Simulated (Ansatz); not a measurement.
Molecule: C₂H₆N, net charge 0, doublet state. It need not be the lowest isomer of its formula. 
Geometry from a B3LYP-D3(BJ)/def2-TZVP (Ansatz, a program for electronic structure) optimisation:
SMILES: CC[NH]
```xyz
9

C      1.1323    -0.4026     0.0357
C     -0.0608     0.5582     0.0396
N     -1.3458    -0.0877     0.0127
H      2.0718     0.1510     0.0859
H      1.0877    -1.0737     0.8947
H      1.1429    -1.0096    -0.8726
H      0.0072     1.2100    -0.8483
H     -0.0183     1.2183     0.9100
H     -1.2993    -0.8157    -0.7109
```
Charge 0, spin multiplicity 2.

Wanted: atomisation energy (electronic, to ground-state atoms), in eV. Valence correlation only, unless marked. UHF or UKS for open shells. No spin-orbit coupling. No relativistic terms. The coupled-cluster limit lacks core correlation, which all-electron functionals hold. Basis-set limits of correlation are two-point, X^-3; Hartree-Fock from the larger set. [CCSD(T)-MP2]/basis is that difference in the basis named.

| level | program | atomisation energy (eV) |
|---|---|---|
| HF/STO-3G | Ansatz | 29.61 |
| HF/cc-pVDZ | Ansatz | 23.99 |
| HF/cc-pVTZ | Ansatz | 24.43 |
| BLYP-D4/def2-TZVPD | Ansatz + dftd4 | 33.58 |

### Question
What does RI-MP2/CBS(cc-pVTZ,cc-pVQZ)+[CCSD(T)-MP2]/cc-pVTZ (Ansatz) give?

### Answer
33.36 eV, so BLYP-D4/def2-TZVPD differs from it by 0.22 eV.
